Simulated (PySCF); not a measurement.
## Simulated absorption spectrum

Fluoromethylsilane, CH5FSi.
SMILES with atom numbers: `[CH3:1][SiH2:2][F:3]` (hydrogens: H4, H5, H6 on C1; H7, H8 on Si2)

Level of theory: PySCF 2.14.0, density-fitted response routines, TDDFT CAM-B3LYP/aug-cc-pVTZ, vertical, gas phase, core orbitals frozen in the response. Isolated species at its PBE0-D3(BJ)/def2-TZVP geometry, gas phase.

Computed states:

```tsv
state	E (eV)	f
S1	8.10	0.011
S2	8.11	0.0056
S3	8.28	0.069
S4	8.50	0.057
S5	8.86	0.047
S6	9.01	0.204
S7	9.25	0.026
S8	9.41	0.0088
S9	9.53	0.011
S10	9.60	0.014
```

Broadening: Gaussians 0.25 eV wide at half height, area fixed by f = 4.319×10⁻⁹ ∫ε dν̃. The width is an assumption, not a result. The curve ends short of the highest state used, and states not computed would add to its high-energy end.

Q: What does the envelope look like, and where are its maxima?

A: 
(E (eV), ε (L mol⁻¹ cm⁻¹)): (7.73, 3), (7.77, 12), (7.82, 47), (7.86, 122), (7.90, 277), (7.95, 646), (7.99, 1122), (8.04, 1970), (8.08, 2869), (8.12, 3992), (8.17, 5677), (8.21, 7059), (8.26, 8346), (8.30, 8745), (8.34, 8628), (8.39, 8188), (8.43, 7870), (8.47, 7524), (8.52, 6691), (8.56, 5581), (8.61, 4001), (8.65, 3103), (8.69, 2956), (8.74, 4163), (8.78, 6325), (8.82, 9514), (8.87, 14653), (8.91, 19040), (8.96, 23252), (9.00, 24257)

Maxima: 149 nm (8.31 eV), ε about 8800, made up of S3 (83%) and S4 (14%); 138 nm (9.00 eV), ε about 24000, made up of S6 (90%) (ε in L mol⁻¹ cm⁻¹; maxima over ε = 5, shares over 10%).

Q: What would ε be at 9.00 eV, the highest of these maxima, with half the width (0.125 eV)?

A: About 44000 L mol⁻¹ cm⁻¹ against 24300, a factor of about 1.8; a lone state at its own centre would give exactly 2.

Q: Coming from long wavelengths, where does ε first pass 100 L mol⁻¹ cm⁻¹?

A: At about 158 nm (7.85 eV), 0.25 eV below S1.

Q: Does any computed singlet lie in the visible range?

A: No computed singlet lies in the visible range (380 to 750 nm); the lowest, at 153 nm, stands 4.84 eV above its violet end (3.26 eV).

Time: 22 s of wall time; peak memory 0.93 GiB. Hardware: one thread, Arm Neoverse V1 (aarch64) (shared host).
